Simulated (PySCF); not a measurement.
# Telling isomers of C6H12 apart by NMR

PySCF calculation with J couplings at B3LYP/pcJ-1 (spin–dipole term left out of most H,H and C,H couplings), structure optimised with GFN2-xTB and GIAO PBE0/pcSseg-1 shieldings; non-relativistic, isolated molecule, one conformer, averaged over atoms made equivalent by symmetry, fast rotation or ring inversion.

Chemical shifts δ = σref − σ; TMS for $^{1}$H, $^{13}$C, all at this level. Multiplet labels drop J under 1 Hz and among equivalent protons, and merge close values. Unscaled 3J(H,H) run several per cent high. Shifts are as computed. Against solution values, carbons near 30 ppm lie about +3 ppm off and those near 130 ppm about +5 ppm. Of 1211 compounds with measured shifts, 218 miss one by over three times the rms of a fit or turn the order of signals round; such compounds aren't used in these exercises.

(1) Tabulate the signals of `C1CCCCC1`, `CC(C)=C(C)C` and their relative energies.

(2) What is the quickest way to tell C1CCCCC1 from CC(C)=C(C)C?

Answers

(1) 
| SMILES | carbon types | δC | δH | E rel. (kcal/mol) |
| --- | --- | --- | --- | --- |
| C1CCCCC1 | 6×CH2 | 30.9 | 1.47 (s, 12H) | 0.0 |
| CC(C)=C(C)C | 2×C 4×CH3 | 131.6, 23.0 | 1.75 (s, 12H) | 19.9 |

Energies are electronic energies at PBE0/pcSseg-1 on these geometries, without zero-point or thermal terms, each for the one conformer computed, which needn't be the lowest.

(2) Count the carbon signals: 1 against 2. The first has an sp3 CH2 in a ring at 30.9 ppm, the second a fully substituted alkene carbon (C) at 131.6 ppm.
